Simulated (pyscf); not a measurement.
H₃C–B(CH₃)–CH₃ + HCl → CH₄ + H₃C–B(CH₃)–Cl (four-centre exchange; singlet surface; B–C, Cl–H broken, C–H, B–Cl formed). Single points on ωB97X-D3(BJ)/def2-SVP structures (PySCF, gas phase). Energies in kJ/mol from the separated reactants.

| level | barrier | reaction energy |
|---|---|---|
| PBE/def2-TZVP | [?] | -109.3 |
| r²SCAN/def2-TZVP | 55.7 | -111.6 |
| B3LYP-D3(BJ)/def2-TZVP | 75.5 | -109.7 |
| PBE0-D3(BJ)/def2-TZVP | 55.8 | -107.9 |
| M06-2X/def2-TZVP | [?] | [?] |
| ωB97M-D3(BJ)/def2-TZVP | 75.9 | -106.3 |

Question: Fill in the missing entries.

Answer: 
- PBE/def2-TZVP, barrier: 52.6
- M06-2X/def2-TZVP, barrier: 71.3
- M06-2X/def2-TZVP, reaction energy: -110.2

The functionals in the table span 23.3 kJ/mol in this barrier, from PBE to ωB97M-D3(BJ). This is the saddle that the search found; another between the same sides may lie lower.
